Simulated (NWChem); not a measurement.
All runs are NWChem calculations. System: CS, charge 0, spin multiplicity 1, at a geometry optimised with PBE/def2-SVP. The structure started from a generated list of species. Level: RHF/def2-TZVP.

Output (cleaned and shortened):

```
             Northwest Computational Chemistry Package (NWChem) 7.3.0
             --------------------------------------------------------

                                NWChem Input Module
                                -------------------

 Scaling coordinates for geometry "geometry" by  1.889725989
 (inverse scale =  0.529177249)

 Turning off AUTOSYM since
 SYMMETRY directive was detected!

                             Geometry "geometry" -> ""
                             -------------------------

 Output coordinates in angstroms (scale by  1.889725989 to convert to a.u.)

  No.       Tag          Charge          X              Y              Z
 ---- ---------------- ---------- -------------- -------------- --------------
    1 C                    6.0000     0.00000000     0.00000000     1.12955100
    2 S                   16.0000     0.00000000     0.00000000    -0.42358200

 Effective nuclear repulsion energy (a.u.)      32.7087351205

            Nuclear Dipole moment (a.u.)
            ----------------------------
        X                 Y               Z
 ---------------- ---------------- ----------------
     0.0000000000     0.0000000000    -0.0000113384

      Symmetry information
      --------------------

 Group name             C2v
 Group number             16
 Group order               4
 No. of unique centers     2

      Symmetry unique atoms

     1    2


 Summary of "ao basis" -> "" (spherical)
 ------------------------------------------------------------------------------
       Tag                 Description            Shells   Functions and Types
 ---------------- ------------------------------  ------  ---------------------
 *                         def2-tzvp                  on all atoms

 Summary of "ao basis" -> "ao basis" (spherical)
 ------------------------------------------------------------------------------
       Tag                 Description            Shells   Functions and Types
 ---------------- ------------------------------  ------  ---------------------
 C                         def2-tzvp                11       31   5s3p2d1f
 S                         def2-tzvp                13       37   5s5p2d1f

                                 NWChem SCF Module
                                 -----------------

  ao basis        = "ao basis"
  functions       =    68
  atoms           =     2
  closed shells   =    11
  open shells     =     0
  charge          =   0.00
[...]
  ----- ------------  ---------------      ----- ------------  ---------------
     8      0.348776  1 C  pz                48     -0.308705  2 S  pz
     5      0.305651  1 C  s                  4      0.283333  1 C  s
    11      0.276388  1 C  pz                 3      0.172830  1 C  s
    51     -0.171235  2 S  pz                45     -0.150304  2 S  pz

 Vector   10  Occ=2.000000D+00  E=-4.591203D-01  Symmetry=b2
              MO Center=  2.7D-32, -2.0D-16,  2.7D-02, r^2= 1.6D+00
   Bfn.  Coefficient  Atom+Function         Bfn.  Coefficient  Atom+Function
  ----- ------------  ---------------      ----- ------------  ---------------
    47      0.450531  2 S  py                50      0.263620  2 S  py
    44      0.199865  2 S  py                 7      0.189854  1 C  py
    10      0.187528  1 C  py                38     -0.161701  2 S  py

 Vector   11  Occ=2.000000D+00  E=-4.591203D-01  Symmetry=b1
              MO Center=  1.5D-16,  4.9D-32,  2.7D-02, r^2= 1.6D+00
   Bfn.  Coefficient  Atom+Function         Bfn.  Coefficient  Atom+Function
  ----- ------------  ---------------      ----- ------------  ---------------
    46      0.450531  2 S  px                49      0.263620  2 S  px
    43      0.199865  2 S  px                 6      0.189854  1 C  px
     9      0.187528  1 C  px                37     -0.161701  2 S  px

 Vector   12  Occ=0.000000D+00  E= 5.442441D-02  Symmetry=b1
              MO Center=  5.8D-16, -1.1D-31,  5.0D-01, r^2= 2.7D+00
   Bfn.  Coefficient  Atom+Function         Bfn.  Coefficient  Atom+Function
  ----- ------------  ---------------      ----- ------------  ---------------
    12      0.603040  1 C  px                49     -0.576428  2 S  px
     6      0.313792  1 C  px                 9      0.292556  1 C  px
    46     -0.231614  2 S  px

 Vector   13  Occ=0.000000D+00  E= 5.442441D-02  Symmetry=b2
              MO Center= -1.8D-31, -4.5D-16,  5.0D-01, r^2= 2.7D+00
   Bfn.  Coefficient  Atom+Function         Bfn.  Coefficient  Atom+Function
  ----- ------------  ---------------      ----- ------------  ---------------
    13      0.603040  1 C  py                50     -0.576428  2 S  py
     7      0.313792  1 C  py                10      0.292556  1 C  py
    47     -0.231614  2 S  py

 Vector   14  Occ=0.000000D+00  E= 2.057347D-01  Symmetry=a1
              MO Center=  2.8D-18, -9.5D-18, -9.9D-01, r^2= 5.2D+00
   Bfn.  Coefficient  Atom+Function         Bfn.  Coefficient  Atom+Function
  ----- ------------  ---------------      ----- ------------  ---------------
    36      4.008269  2 S  s                  5     -2.891740  1 C  s
    51      2.470990  2 S  pz                14      1.872634  1 C  pz
     4     -1.390379  1 C  s                 11      0.960314  1 C  pz
    48      0.578796  2 S  pz                59      0.465928  2 S  d  0
    22     -0.375323  1 C  d  0              34     -0.193037  2 S  s

 center of mass
 --------------
 x =   0.00000000 y =   0.00000000 z =   0.00050791

 moments of inertia (a.u.)
 ------------------
          75.160568596555           0.000000000000           0.000000000000
           0.000000000000          75.160568596555           0.000000000000
           0.000000000000           0.000000000000           0.000000000000

  Mulliken analysis of the total density
  --------------------------------------

    Atom       Charge   Shell Charges
 -----------   ------   -------------------------------------------------------
    1 C    6     6.06   0.86  1.11  0.64  0.89  0.33  0.87  0.98  0.29  0.02  0.08  0.00
    2 S   16    15.94   2.01  0.49  1.48  1.07  0.76  4.18  1.69  0.88  2.26  1.02  0.04  0.06  0.01

       Multipole analysis of the density wrt the origin
       ------------------------------------------------

     L   x y z        total         open         nuclear
     -   - - -        -----         ----         -------
     0   0 0 0     -0.000000      0.000000     22.000000

     1   1 0 0      0.000000      0.000000      0.000000
     1   0 1 0     -0.000000      0.000000      0.000000
     1   0 0 1     -0.588786      0.000000     -0.000011

     2   2 0 0    -13.870428      0.000000      0.000000
     2   1 1 0     -0.000000      0.000000      0.000000
     2   1 0 1      0.000000      0.000000      0.000000
     2   0 2 0    -13.870428      0.000000      0.000000
     2   0 1 1     -0.000000      0.000000      0.000000
     2   0 0 2    -15.142421      0.000000     37.589238

 Task  times  cpu:        0.4s     wall:        0.4s

 Total times  cpu:        0.5s     wall:        0.5s
```

Question: Write an NWChem input that would produce this output.

Answer: One answer among several that fit: 
```
start mol
memory heap 200 mb stack 900 mb global 1100 mb
geometry units angstroms nocenter noautoz
  C      0.000000     0.000000     1.129551
  S      0.000000     0.000000    -0.423582
  symmetry group C2v
end
basis spherical
  * library def2-tzvp
end
scf
  rhf
  nopen 0
  maxiter 100
  thresh 1e-7
  semidirect memsize 60000000 filesize 0
end
task scf energy
```
